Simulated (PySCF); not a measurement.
C₂H₃, SMILES [CH]=C, multiplicity 2.

The structure is a stationary point at PBE0-D3(BJ)/def2-TZVP. The isomer is the one that the SMILES or the coordinates give; other isomers of the formula were not compared.

Calculation: PySCF with TDA-PBE/def2-TZVPD.

Vertical excitations. 

| state | energy (eV) | λ (nm) | f | main pairs |
|---|---|---|---|---|
| root 1 | 3.48 | 356 | 0.001 | α HOMO→LUMO 10 %, β HOMO→LUMO 90 % |
| root 2 | 4.45 | 279 | 0.003 | α HOMO→LUMO 90 %, β HOMO→LUMO 9 % |
| root 3 | 4.89 | 253 | 0.000 | α HOMO−1→LUMO 50 %, β HOMO→LUMO+1 49 % |
| root 4 | 5.50 | 225 | 0.001 | α HOMO→LUMO+1 100 % |
| root 5 | 5.99 | 207 | 0.028 | α HOMO→LUMO+2 100 % |
| root 6 | 6.90 | 180 | 0.077 | α HOMO→LUMO+3 99 % |
| root 7 | 7.02 | 177 | 0.002 | α HOMO−1→LUMO 6 %, β HOMO−1→LUMO 84 % |
| root 8 | 7.03 | 176 | 0.004 | α HOMO−1→LUMO+1 27 %, β HOMO→LUMO+2 72 % |
| root 9 | 7.21 | 172 | 0.066 | α HOMO−1→LUMO+1 73 %, β HOMO→LUMO+2 27 % |
| root 10 | 7.58 | 164 | 0.000 | α HOMO−1→LUMO+2 45 %, β HOMO→LUMO+3 55 % |
Unrestricted roots are not spin-pure.
